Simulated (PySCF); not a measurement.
Isomers of C4H6O, one conformer each. Computed with core-valence-separated Tamm–Dancoff BHandHLYP/aug-pcX-1 (pcseg-1 on H) in PySCF, non-relativistic, gas phase, PBE0-D3(BJ)/def2-SVP geometry. No empirical shift is added; at this level the pattern usually sits a few eV under experiment.

P. `OCC1C=C1`
Q. `C1=COCC1`

Main lines, eV (oscillator strength):
1. C K: 283.2 (0.054), 284.3 (0.071), 285.5 (0.014), 285.8 (0.014), 286.1 (0.020); O K: 533.5 (0.014), 534.1 (0.020), 534.5 (0.013), 535.1 (0.005), 535.7 (0.020)
2. C K: 282.8 (0.118), 286.2 (0.012), 286.4 (0.019), 286.5 (0.017), 286.7 (0.034); O K: 532.1 (0.020), 533.8 (0.014), 534.3 (0.003), 534.5 (0.007), 534.5 (0.005)
Listed: the first five lines at most of each edge with a tenth or more of its strongest line's intensity; roots within 0.03 eV on the same or equivalent atoms are summed. Only the lowest roots were sought, and the top ones are left out.

Question: Which spectrum belongs to which isomer?

Answer: 1 = Q, 2 = P.
- P: first C line listed at 282.8 eV, hole on the alkene CH carbon; first O line listed at 532.1 eV, hole on the alcohol oxygen.
- Q: first C line listed at 283.2 eV, hole on the alkene CH carbon (1s→π*); first O line listed at 533.5 eV, hole on the cyclic ether oxygen.

Question: What are the ground-state energies of the isomers at BHandHLYP/aug-pcX-1 (pcseg-1 on H), relative to the lowest?

Answer: P 192.9, Q 0.0 kJ/mol (electronic energies on these geometries, no dispersion or zero-point terms).
